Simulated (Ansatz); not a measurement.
`C=C(C)SC` → `C=CSC` + `[CH2]` (triplet)  (formal loss of a carbene)

Isolated molecules relaxed with PBE0-D4/def2-TZVP in Ansatz; ΔE leaves out vibrations. CCSD(T)/CBS adds triple-zeta CCSD(T) − MP2 to the extrapolated MP2 energy (def2 sets, frozen cores). This one scheme is used for every species. DFT in def2-TZVPP. HSE06 is defined as in plane-wave codes. Triplets are unrestricted, without spin–orbit coupling. One conformer a species, not always the lowest.

| level | ΔE (kcal/mol) |
| --- | --- |
| B97M-V | 107.1 |
| HSE06 | 104.7 |

Question: What does CCSD(T)/CBS give? (Best estimate.)

Answer: Ansatz gave: +107.2 kcal/mol. The listed levels differ from it by -0.1, -2.5 kcal/mol.

Largest T1 diagnostic among the species: 0.011.

At CCSD(T), def2-SVP lies −3.8 kcal/mol from the extrapolated value and def2-TZVPP −2.8 kcal/mol. Leaving LDA and LC-ωPBE aside and taking each functional with its dispersion term where it has one, the values, not all of them listed here, spread over 8.7 kcal/mol, from r2SCAN0-D4 to ωB97X-V. LDA lies +19.1 kcal/mol from PBE without D4. The D4 term adds +3.4 kcal/mol with B3LYP and +1.8 kcal/mol with PBE0; it sums over pairs of atoms, weighted by their polarisabilities, and B3LYP, whose exchange is more repulsive, gets the larger term.

CCSD(T)/CBS has its own doubt, a few kJ/mol and more with outer-core shells, so smaller differences from it don't rank the levels.

B3LYP here is the variant with VWN-RPA as its local correlation; programs differ in this.
